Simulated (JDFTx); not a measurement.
Part of a log of JDFTx (a modified build) for C3H6O (built from acetone), charge -1, multiplicity 2 (PBE, GBRV ultrasoft potentials, plane waves to 20/100 Ha):

```
unit cell volume = 11775
Chosen fftbox size, S = [  120  100  96  ]
unit cell volume = 11775
Chosen fftbox size, S = [  108  96  84  ]
  'C' pseudopotential, 'SLA  PW   PBE  PBE' functional
  4 valence electrons, 2 orbitals, 4 projectors, 721 radial grid points, with lMax = 1
  'O' pseudopotential, 'SLA  PW   PBE  PBE' functional
  6 valence electrons, 2 orbitals, 5 projectors, 737 radial grid points, with lMax = 2
  'H' pseudopotential, 'SLA  PW   PBX  PBC' functional
  1 valence electrons, 1 orbitals, 2 projectors, 615 radial grid points, with lMax = 0
Initialized 3 species with 10 total atoms.
Folded 1 k-points by 1x1x1 to 1 k-points.
nElectrons:  25.000000   nBands: 13   nStates: 2
average nbasis = 50247.000 , ideal nbasis = 50303.698
Correction to mu due to finite nuclear width = -0.00202232
   Cavity determined by nc: 0.00142 and sigma: 0.707107
   Nonlocal vdW cavity from gaussian model electron density with norm = 8 and sigma = 0.993594 bohr
   Charge asymmetry in cavity with sensitivity pCavity = 36.5 e-bohr/Eh
   Electrostatic cavity expanded by eta = 1.46 bohrs
   Weighted density cavitation model constrained by Nbulk: 0.0049383 bohr^-3, Pvap: 3.14029 kPa, Rvdw: 2.61727 bohr and sigmaBulk: 4.62e-05 Eh/bohr^2 at T: 298 K.
   Weighted density dispersion model using vdW pair potentials with single solvent site with sqrtC6eff: 0.77 SI.
[...]
Will mix electronic density at each iteration.
	Linear fluid (dielectric constant: 78.4, screening length: 4.0613 Bohr) occupying 0.724455 of unit cell:	Completed after 13 iterations
[... later lines of the fluid solver are left out ...]
SCF: Cycle:  0   Etot: -36.764638009038002   dEtot: +1.941e-02   |Residual|: 1.728e-01   |deigs|: 5.630e-03
[... lines cut ...]
SCF: Cycle: 32   Etot: -36.812809775964887   dEtot: +3.613e-09   |Residual|: 8.739e-05   |deigs|: 2.519e-05
SCF: Cycle: 33   Etot: -36.812809793142797   dEtot: -1.718e-08   |Residual|: 7.830e-05   |deigs|: 3.965e-05
SCF: Cycle: 34   Etot: -36.812809795716831   dEtot: -2.574e-09   |Residual|: 7.422e-05   |deigs|: 2.012e-06
SCF: Cycle: 35   Etot: -36.812809799881840   dEtot: -4.165e-09   |Residual|: 7.198e-05   |deigs|: 1.779e-07
SCF: Converged (|Delta E|<1.000000e-08 for 2 iters).

# Energy components:
   A_diel =       -0.0817478949139667
   Eewald =       32.6197841039207788
       EH =       65.1324504354596314
     Eloc =     -148.3273732007125716
      Enl =        4.5564542106520260
      Exc =      -11.5743322580585684
 Exc_core =        0.1660762965203503
       KE =       20.6979008274359941
  MuShift =       -0.0020223201855234
-------------------------------------
     Etot =      -36.8128097998818404


	eMin: -0.924810 at state 0 ( [ +0.000000 +0.000000 +0.000000 ] spin 1 )
	HOMO: -0.037607 at state 0 ( [ +0.000000 +0.000000 +0.000000 ] spin 1 )
```

**Question.** Which solvation model was used?
(A) SaLSA
(B) linear PCM (GLSSA13)
(C) CANDLE
(D) SCCS (g09 parameters)

**Answer.** C, CANDLE. The liquid was water (dielectric constant 78.4), 2 M NaF.
